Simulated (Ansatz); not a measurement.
Phonon frequency of some sulfides, selenides and tellurides, all zinc-blende

Method: HSE06 (PAW; Ansatz, a program for electronic structure). References are measured values at room or unstated temperature, uncorrected unless marked, so that the deviations hold thermal and zero-point effects besides the level's error. The table is a random draw of 8 from 15 values with such references.

Values in cm⁻¹.

```csv
solid,reference,HSE06,deviation (%)
zinc-blende ZnSe (L TA),60,56,-6.7
zinc-blende ZnS (L TA),70,73,+4.3
zinc-blende ZnS (X TA),90,94,+4.4
zinc-blende ZnS (X LA),212,213,+0.5
zinc-blende ZnS (L LO),337,333,-1.2
zinc-blende ZnS (X TO),316,304,-3.8
zinc-blende ZnSe (X LA),191,193,+1.0
zinc-blende ZnS (X LO),330,323,-2.1
```

Over these 8 values the mean deviation is -0.4 %, the mean absolute deviation 3.0 % (median 3.0 %), and the worst case zinc-blende ZnSe (L TA) at -6.7 %; the value is above the reference in 4 of 8 cases. Over all 15, from unrounded values, the mean deviation is -0.6 % and the mean absolute deviation 3.2 % (median 3.7 %).

Differences are worked out from the printed values.

Each level is taken at its own relaxed cell. Ansatz's density-functional and Hartree–Fock values are scalar-relativistic unless marked +SOC, with PAW data made under PBE.

Ansatz's runs of these crystals have no spin polarisation.

Not in this set, of the sulfides, selenides and tellurides with a reference value in our tables and a result at some level: 1 for no value at HSE06 (not run, a failed fit, an unstable or unbound cell, or a value held back for tests). These can be a level's best or worst cases. At least 8 more with a reference value are held back for tests. Solids without a released value at any level aren't counted. Layered and molecular crystals are counted apart.

References as tabulated in Vagelatos et al., J. Chem. Phys. (1974); Talwar et al. (2016), doi:10.1080/14686996.2016.1222495.
